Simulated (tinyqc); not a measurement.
Extended Hueckel theory, for CH3+, step by step. The parameters take no account of the charge, which enters only through the electron count. One step of it, computed by the program tinyqc.

Problem. Orbitals. Solve H C = S C e through S^(-1/2); fill by pairs from the bottom, a degenerate level sharing its electrons equally; each orbital has its largest coefficient positive (the first on a tie).

H (eV):
```
             1C 2s      1C 2px      1C 2py      1C 2pz       2H 1s       3H 1s       4H 1s
1C 2s   -21.400000    0.000000    0.000000    0.000000  -15.939605  -15.936267  -15.936267
1C 2px    0.000000  -11.400000    0.000000    0.000000  -11.071205    5.539274    5.539274
1C 2py    0.000000    0.000000  -11.400000    0.000000    0.000000   -9.584331    9.584331
1C 2pz    0.000000    0.000000    0.000000  -11.400000    0.896800    0.896530    0.896530
2H 1s   -15.939605  -11.071205    0.000000    0.896800  -13.600000   -3.432447   -3.432447
3H 1s   -15.936267    5.539274   -9.584331    0.896530   -3.432447  -13.600000   -3.435470
4H 1s   -15.936267    5.539274    9.584331    0.896530   -3.432447   -3.435470  -13.600000
```

overlap S:
```
           1C 2s     1C 2px     1C 2py     1C 2pz      2H 1s      3H 1s      4H 1s
1C 2s   1.000000   0.000000   0.000000   0.000000   0.520477   0.520368   0.520368
1C 2px  0.000000   1.000000   0.000000   0.000000   0.506112  -0.253224  -0.253224
1C 2py  0.000000   0.000000   1.000000   0.000000   0.000000   0.438141  -0.438141
1C 2pz  0.000000   0.000000   0.000000   1.000000  -0.040997  -0.040984  -0.040984
2H 1s   0.520477   0.506112   0.000000  -0.040997   1.000000   0.144220   0.144220
3H 1s   0.520368  -0.253224   0.438141  -0.040984   0.144220   1.000000   0.144347
4H 1s   0.520368  -0.253224  -0.438141  -0.040984   0.144220   0.144347   1.000000
```

valence electrons = 6

Give: orbital energies; occupations; coefficients; sum of one-electron energies.

Solution.

orbital energies (eV): -24.343  -15.752  -15.750  -11.423  9.132  9.160  28.596

occupations: 2.000  2.000  2.000  0.000  0.000  0.000  0.000

coefficients:
```
          MO1     MO2     MO3     MO4     MO5     MO6     MO7
1C 2s   0.662   0.000   0.000   0.053   0.000   0.000   1.511
1C 2px  0.000   0.531   0.000   0.000   0.000   1.238   0.000
1C 2py  0.000   0.000   0.531   0.000   1.238   0.000   0.000
1C 2pz  0.005   0.000   0.000   0.997   0.000   0.000  -0.127
2H 1s   0.199   0.497   0.000  -0.018   0.000  -1.080  -0.817
3H 1s   0.198  -0.249   0.430  -0.018  -0.935   0.540  -0.817
4H 1s   0.198  -0.249  -0.430  -0.018   0.935   0.540  -0.817
```

sum of one-electron energies = -111.688 eV
